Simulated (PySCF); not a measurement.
## Working out the electron affinity of O

O⁻ [He] 2s2 2p5 (2P) → O [He] 2s2 2p4 (3P). Calculation: PySCF 2.14, in dyall-av2z (11s7p2d, 42 functions); the non-relativistic Hamiltonian (point nucleus). Frozen: 1s2; the 8 highest virtual orbitals dropped. Energies in hartree (1 hartree = 27.21139 eV):

| part | O⁻ (lower) | O (upper) |
| --- | --- | --- |
| UHF | -74.793866 | -74.814601 |
| MP2 opposite-spin | -0.143462 | -0.093584 |
| MP2 same-spin | -0.050266 | -0.032377 |

Question: What does Hartree-Fock give?

Answer: (-74.814601) − (-74.793866) = -0.020735 hartree = -0.564 eV.

Question: What do MP2 and SCS-MP2 (6/5 opposite-spin, 1/3 same-spin) give?

Answer: The opposite-spin parts differ by 1.357 eV and the same-spin parts by 0.487 eV. MP2: -0.564 + (1.357) + (0.487) = 1.280 eV. SCS-MP2: -0.564 + 1.2 × (1.357) + (0.487)/3 = 1.227 eV.

A first-order spin-orbit estimate adds -0.001 eV to MP2 (valence), giving 1.279 eV against 1.461 eV (measured; photodetachment measurements, as compiled on the Wikipedia data page of electron affinities).

A double-zeta basis recovers only part of the correlation energy.

What remains against the reference includes basis incompleteness, the frozen core and correlation beyond second order.
